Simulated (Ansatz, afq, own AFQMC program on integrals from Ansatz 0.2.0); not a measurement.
Two steps: Ansatz 0.2.0 writes the Fock matrix and Cholesky factors of the valence space, and afq projects on them the lowest state that overlaps trial and start.

```yaml
crystal:
  periodic: [false, false, false]
  atoms:
    - {symbol: B, position_ang: [0.000000, 0.000000, 0.000000]}
    - {symbol: S, position_ang: [0.000000, 0.000000, 1.607700]}
basis:
  gaussian: {orbitals: 6-31G}
magnetization: {spin_polarized: false, initial_magnetization: 1}
correlation: {method: ccsd_t, electrons: outside_noble_gas, hamiltonian_folder: ham}
```

```sh
$ ansatz run in.yaml --threads 1 --pin off --events-out ev --progress --plain --max-ram 24576MiB --backend cuda --devices 0, --max-vram 18GiB
```

afq runs on the folder ham with

```
--method phaseless --trial hf --walkers 4000 --populations 20 --least-time 40 --time-step 0.005 --steps-per-block 20 --equilibration-blocks 112 --max-blocks 4000 --target-error 0.0009000 --factor-cut 1e-05 --start spin_pure --seed 5533 --taylor-order 6
```

Times are imaginary, in 1/Eh. The walk had a cap of 49 s. With eight or more populations the least sampling time is a fifth of least-time, and the error comes from their spread.

```
orbitals 16  electrons 5 4  factors 92 of 266
reference energy -422.10221987 Eh
CCSD correlation -0.11379970 Eh in 13 cycles, weight of the determinant in the CISD state 0.8878
energy of the start -422.102220 Eh
 block  time / (1/Eh)  mean weight  energy / Eh
     1     0.100  1.0004  -422.118403
     2     0.200  1.0006  -422.132577
     3     0.300  1.0007  -422.144358
     4     0.400  1.0006  -422.153112
     5     0.500  1.0004  -422.162173
    10     1.000  1.0004  -422.188762
    37     3.700  1.0000  -422.211712
    67     6.700  1.0000  -422.221251
    85     8.500  0.9997  -422.237868
    97     9.700  1.0002  -422.232785
   127    12.700  1.0000  -422.227623
   157    15.700  1.0000  -422.228793
   187    18.700  0.9997  -422.228540
   217    21.700  1.0000  -422.219943
   247    24.700  1.0001  -422.224164
   271    27.100  0.9998  -422.225015
error from the spread of 20 populations
energy -422.224370 +/- 0.000896 Eh
(rows thinned)
```

Q: Estimate how long the walk took on 1 × NVIDIA H100 80GB HBM3 with 2 threads of AMD EPYC 7R13 Processor (Zen 3), with other jobs on the host (the card was shared).

A: 26 s of wall time.

The run passed its tests (sampling time, drift between the halves within three errors, error under three times the target), which doesn't prove that it has relaxed.

Against this walk (error 24.4 meV) on the same determinant: CCSD(T) 65.3 meV higher, CCSDT(Q) 43.3 meV higher (within the noise), CCSDTQ 35.6 meV higher (within the noise), full CI 37.4 meV higher (within the noise), a separate phaseless walk with a CISD trial and standard settings 46.1 ± 24.7 meV higher (within the noise). The error is statistical and leaves out the bias of the constraint.

Cautions: constraint bias not in the error; a spin-contaminated unrestricted determinant lies lower (UHF 150 meV lower, ⟨S²⟩ 0.88); raised T1 diagnostic (T1 0.042, weight of the determinant 0.89, largest double 0.09).

CCSDT and higher add their correlation energy to the determinant of the CCSD(T) run, since their own runs factorise the integrals more tightly (a shift of under 2 meV). A walk keeps the symmetry of its determinant, which the program's search chose and which needn't be the lowest solution, so a lower state of the same spin and another symmetry isn't excluded.
